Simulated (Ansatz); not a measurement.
# HSi: the cost of one run

Method: Hartree-Fock, Gaussian basis aug-cc-pV(T+d)Z, in Ansatz 0.2.0.

### Step 1. Starting point

Bond lengths: Si1–H2 1.500 Å.

Structure file:

```xyz
2

Si    0.0000    0.0000    0.0000
H     0.0000    0.0000    1.5000
```

### Step 2. Batch of points: HSi, charge +1

input.yaml

```yaml
total_charge: 1
basis:
  gaussian: { orbitals: "aug-cc-pV(T+d)Z.json" }
hamiltonian:
  xc: hf
batch:
  members: [s0.yaml, s1.yaml, s2.yaml, s3.yaml, s4.yaml, s5.yaml, ...]
# s1.yaml, one of 15 members:
crystal:
  periodic: [false, false, false]
  atoms:
    - { symbol: Si, position_ang: [0.0, 0.0, 0.0] }
    - { symbol: H, position_ang: [0.0, 0.0, 1.18] }
```

**Question.** How long does this run take on 1 thread of Intel Xeon at 2.30GHz, shared host, and how much memory does it need?

About 2.1 s, with a peak of 0.12 GiB.
